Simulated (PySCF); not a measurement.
ClH, SMILES Cl. Geometry optimised at PBE-D3(BJ)/def2-TZVPD.

Level of theory: PBE-D3(BJ)/def2-TZVPD (PySCF).

Harmonic wavenumbers (cm⁻¹): 2894. Rotational constants (GHz): 309.9 (linear); symmetry number 1.

**Question.** Work out the zero-point energy and the ideal-gas rigid-rotor harmonic-oscillator thermochemistry at 298.15 K and 1 atm.

**Answer.** ZPE = ½ Σ hcν = ½ × 2894 cm⁻¹ = 17.31 kJ/mol. H − E(el) = 25.99 kJ/mol. Entropy in J/(mol K): translation 153.60, rotation 33.24, vibration 0.00, total 186.84. G − E(el) = -29.72 kJ/mol. Cp = 29.10 J/(mol K).
